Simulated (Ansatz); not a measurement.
Input file:

```yaml
crystal:
  periodic: [false, false, false]
  atoms:
    - {symbol: P, position_ang: [0.000000, -0.142639, 1.547609]}
    - {symbol: C, position_ang: [0.000000, 0.593780, 0.000000]}
    - {symbol: P, position_ang: [0.000000, -0.142639, -1.547609]}
    - {symbol: H, position_ang: [0.000000, 1.691006, 0.000000]}
basis:
  gaussian: {orbitals: STO-3G}
magnetization: {spin_polarized: false, initial_magnetization: 5}
hamiltonian: {xc: {name: PBE}}
correlation: {method: ccsdtq, electrons: valence}
scf: {lower_state_search: full}
```

```sh
$ ansatz run in.yaml --threads 1 --pin off --events-out ev --progress --plain --max-ram 2393MiB
```

Log:

```
418 factors; integrals over basis functions are off by at most 2.8e-8 eV
mean field evaluation 1: about -19388.3341 eV, gradient 6.8e0 eV
mean field evaluation 2: about -19388.3137 eV, gradient 6.7e0 eV
mean field evaluation 4: about -19388.4576 eV, gradient 1.2e0 eV
mean field evaluation 8: about -19388.4626 eV, gradient 5.3e-4 eV
mean field evaluation 16: about -19386.9487 eV, gradient 8.4e0 eV
mean field evaluation 32: about -19387.2930 eV, gradient 1.4e-3 eV
mean field evaluation 64: about -19319.7483 eV, gradient 7.3e1 eV
mean field evaluation 96: about -19319.4118 eV, gradient 6.8e1 eV
mean field evaluation 128: about -19319.7187 eV, gradient 3.9e1 eV
mean field evaluation 160: about -19294.8342 eV, gradient 5.3e1 eV
mean field evaluation 192: about -19388.4626 eV, gradient 5.2e-4 eV
mean field evaluation 224: about -19388.4626 eV, gradient 1.1e-4 eV
mean field evaluation 256: about -19388.4626 eV, gradient 2.9e-4 eV
mean field -19388.46263770 eV, -712.5128599636 hartree, gradient 2.1e-7 eV, S^2 8.750000; 9 other end points of the search recorded, 0 dependent functions left out
11 core orbitals not correlated: weight in the atoms' cores, before any rotation towards them, 0.999 or more for the frozen orbitals, at most 0.000 for the correlated occupied ones
reference -19364.38826986 eV, -711.6281432636 hartree; 10, 5 occupied and 3, 8 virtual orbitals, 418 factors
second order -1.43283927 eV of doubles, -0.21551628 eV of singles
cycle   1  -1.99657316 eV  change   -3.5e-1 eV  update   5.1e-2
cycle   2  -2.21913675 eV  change   -2.2e-1 eV  update   2.5e-2
cycle   3  -2.24374144 eV  change   -2.5e-2 eV  update   1.0e-2
cycle   4  -2.25879583 eV  change   -1.5e-2 eV  update   5.1e-3
cycle   5  -2.26125670 eV  change   -2.5e-3 eV  update   2.0e-3
cycle   6  -2.26090074 eV  change    3.6e-4 eV  update   7.6e-4
cycle   7  -2.26113841 eV  change   -2.4e-4 eV  update   3.1e-4
cycle   8  -2.26117638 eV  change   -3.8e-5 eV  update   1.2e-4
cycle   9  -2.26114687 eV  change    3.0e-5 eV  update   4.7e-5
cycle  10  -2.26115148 eV  change   -4.6e-6 eV  update   2.3e-5
cycle  11  -2.26115019 eV  change    1.3e-6 eV  update   1.1e-5
cycle  12  -2.26115105 eV  change   -8.6e-7 eV  update   2.9e-6
cycle  13  -2.26115108 eV  change   -2.0e-8 eV  update   1.3e-6
Total energy: -19366.64942094 eV, -711.7112390330 hartree
```

Ran on 1 thread of Arm Neoverse V1, shared host: 62 s wall, 0.73 GiB peak host memory.
